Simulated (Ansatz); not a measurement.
System (SMILES): [CH]=O (CH-O), doublet.
Atoms: C1, O2, H3. Bonds: C1-O2, C1-H3.

Basis-set convergence of the optimised C1-H3 bond length at HF with Ansatz (an electronic-structure program). Cartesian d functions, on some or all atoms, in 6-31G*, 6-31+G*; all else is spherical. The program fits the integrals of some runs and decomposes those of others, by size. Open shells are unrestricted. No added dispersion term, no relativity. Reference: the value in aug-pcseg-3, 1.1060 Å, itself unsure by roughly 0.0004 Å (its mean distance from aug-cc-pVQZ, def2-QZVPPD, pcseg-3). Deviations are taken from unrounded values.

```tsv
basis	functions	optimised C1-H3 bond length (Å)
6-31G*	32	1.1062
6-31+G*	40	1.1040
cc-pVDZ	33	1.1181
aug-cc-pVDZ	55	1.1144
def2-SVP	33	1.1152
def2-SVPD	51	1.1131
pcseg-1	33	1.1099
aug-pcseg-1	55	1.1108
6-311G**	42	1.1094
6-311+G**	50	1.1081
def2-TZVP	68	1.1081
def2-TZVPD	86	1.1077
cc-pVTZ	74	1.1075
aug-cc-pVTZ	115	1.1065
pcseg-2	74	1.1060
aug-pcseg-2	115	1.1058
def2-TZVPP	76	1.1071
def2-TZVPPD	94	1.1068
cc-pVQZ	140	1.1070
aug-cc-pVQZ	206	1.1066
def2-QZVPP	144	1.1066
def2-QZVPPD	162	1.1065
pcseg-3	153	1.1060
aug-pcseg-3	219	1.1060
```

What the diffuse functions change, pair by pair:
- 6-31G* to 6-31+G*: 8 more functions, deviation 0.0002 to -0.0021 Å
- cc-pVDZ to aug-cc-pVDZ: 22 more functions, deviation 0.0120 to 0.0084 Å
- def2-SVP to def2-SVPD: 18 more functions, deviation 0.0092 to 0.0070 Å
- pcseg-1 to aug-pcseg-1: 22 more functions, deviation 0.0038 to 0.0048 Å
- 6-311G** to 6-311+G**: 8 more functions, deviation 0.0034 to 0.0021 Å
- def2-TZVP to def2-TZVPD: 18 more functions, deviation 0.0021 to 0.0017 Å
- cc-pVTZ to aug-cc-pVTZ: 41 more functions, deviation 0.0014 to 0.0005 Å
- pcseg-2 to aug-pcseg-2: 41 more functions, deviation 0.0000 to -0.0002 Å
- def2-TZVPP to def2-TZVPPD: 18 more functions, deviation 0.0011 to 0.0007 Å
- cc-pVQZ to aug-cc-pVQZ: 66 more functions, deviation 0.0009 to 0.0006 Å
- def2-QZVPP to def2-QZVPPD: 18 more functions, deviation 0.0006 to 0.0005 Å
- pcseg-3 to aug-pcseg-3: 66 more functions, deviation 0.0000 to 0.0000 Å

Leaving out the reference's own pair, they bring the value nearer the reference by more than 0.0004 Å in 6 of 11 pairs.
